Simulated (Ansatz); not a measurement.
Ansatz (a first-principles code) input (CCSD(T)/aug-cc-pVDZ):

Ansatz 0.2 input:
```yaml
crystal:
  periodic: [false, false, false]
  atoms:
    - {symbol: O, position_ang: [0.40729498, 1.27979630, 0.29460394]}
    - {symbol: C, position_ang: [0.08163148, 0.13868104, 0.03256419]}
    - {symbol: N, position_ang: [0.99861611, -0.84680311, -0.18123877]}
    - {symbol: C, position_ang: [-1.37105389, -0.27916763, -0.07797619]}
    - {symbol: H, position_ang: [0.73494507, -1.78997243, -0.39805759]}
    - {symbol: H, position_ang: [-1.84573602, 0.32224419, -0.85323023]}
    - {symbol: H, position_ang: [-1.50787858, -1.33524955, -0.31016180]}
    - {symbol: H, position_ang: [-1.86875914, -0.05203685, 0.86465332]}
    - {symbol: H, position_ang: [1.97529047, -0.61281436, -0.11889194]}
basis:
  gaussian:
    orbitals: aug-cc-pVDZ
magnetization: {spin_polarized: false}
correlation: {method: ccsd_t, electrons: outside_noble_gas}
output: {forces: true}
```

End of the output:

```
cycle  11  -18.64588543 eV  change    1.8e-5 eV  update   7.6e-6
cycle  12  -18.64588719 eV  change   -1.8e-6 eV  update   2.9e-6
perturbative correction -0.66977867 eV, -0.0246139122 hartree
the calculation of the forces begins
Total energy: -5679.62842297 eV, -208.7224947536 hartree
Atom 0 at     0.407295     1.279796     0.294604 Å, force     0.397354     1.383677     0.317426 eV/Å
Atom 1 at     0.081631     0.138681     0.032564 Å, force    -0.549609    -0.705554    -0.164531 eV/Å
Atom 2 at     0.998616    -0.846803    -0.181239 Å, force     0.305357    -0.321840    -0.069578 eV/Å
Atom 3 at    -1.371054    -0.279168    -0.077976 Å, force     0.032017     0.021708     0.005021 eV/Å
Atom 4 at     0.734945    -1.789972    -0.398058 Å, force    -0.100617    -0.329855    -0.075995 eV/Å
Atom 5 at    -1.845736     0.322244    -0.853230 Å, force    -0.185511     0.258798    -0.348514 eV/Å
Atom 6 at    -1.507879    -1.335250    -0.310162 Å, force    -0.032070    -0.476556    -0.104397 eV/Å
Atom 7 at    -1.868759    -0.052037     0.864653 Å, force    -0.196223     0.091573     0.419813 eV/Å
Atom 8 at     1.975290    -0.612814    -0.118892 Å, force     0.329302     0.078049     0.020756 eV/Å
Dipole moment:    -0.062017    -0.770567    -0.175884 e Å
```
